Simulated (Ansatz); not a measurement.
The input, for Ansatz 0.2.0:

```yaml
crystal:
  periodic: [false, false, false]
  atoms:
    - {symbol: Br, position_ang: [-1.006124, 0.015876, 0.000000]}
    - {symbol: H, position_ang: [0.414476, 0.015876, 0.000000]}
    - {symbol: Si, position_ang: [2.615876, 0.015876, 0.000000]}
    - {symbol: H, position_ang: [3.228056, -0.858408, 1.090012]}
    - {symbol: H, position_ang: [3.228056, -0.858408, -1.090012]}
basis:
  gaussian: {orbitals: cc-pVDZ}
magnetization: {spin_polarized: false}
correlation: {method: bccd, electrons: valence}
```

```sh
$ ansatz run in.yaml --threads 1 --pin off --events-out ev --progress --plain --max-ram 2393MiB
```

Log:

```
632 factors; integrals over basis functions are off by at most 1.3e-3 eV
mean field evaluation 1: about -77904.8240 eV, gradient 1.2e1 eV
mean field evaluation 2: about -77904.8256 eV, gradient 1.2e1 eV
mean field evaluation 4: about -77905.5978 eV, gradient 1.3e0 eV
mean field evaluation 8: about -77905.6114 eV, gradient 3.7e-3 eV
mean field evaluation 16: about -77905.6114 eV, gradient 4.8e-6 eV
mean field -77905.61144089 eV, -2862.9784141328 hartree, gradient 4.8e-6 eV, S^2 0.000000; 0 other end points of the search recorded, 0 dependent functions left out; unrestricted orbitals would lower it
14 core orbitals not correlated: weight in the atoms' cores, before any rotation towards them, 1.000 or more for the frozen orbitals, at most 0.000 for the correlated occupied ones
reference -77905.61144089 eV, -2862.9784141328 hartree; 12, 12 occupied and 34, 34 virtual orbitals, 632 factors
second order -6.37671924 eV of doubles, -0.00000000 eV of singles
cycle   1  -7.15010897 eV  change   -7.7e-1 eV  update   7.1e-2
cycle   2  -7.44046254 eV  change   -2.9e-1 eV  update   2.8e-2
cycle   3  -7.45738572 eV  change   -1.7e-2 eV  update   9.6e-3
cycle   4  -7.45636069 eV  change    1.0e-3 eV  update   4.2e-3
cycle   5  -7.45645473 eV  change   -9.4e-5 eV  update   1.4e-3
cycle   6  -7.45633006 eV  change    1.2e-4 eV  update   5.8e-4
cycle   7  -7.45628120 eV  change    4.9e-5 eV  update   2.4e-4
cycle   8  -7.45636075 eV  change   -8.0e-5 eV  update   8.8e-5
cycle   9  -7.45637453 eV  change   -1.4e-5 eV  update   2.9e-5
Total energy: -77913.06781542 eV, -2863.2524308426 hartree
```

Ran on 1 thread of AMD EPYC 7R43, shared host: 1.3 s wall, 0.21 GiB peak host memory.
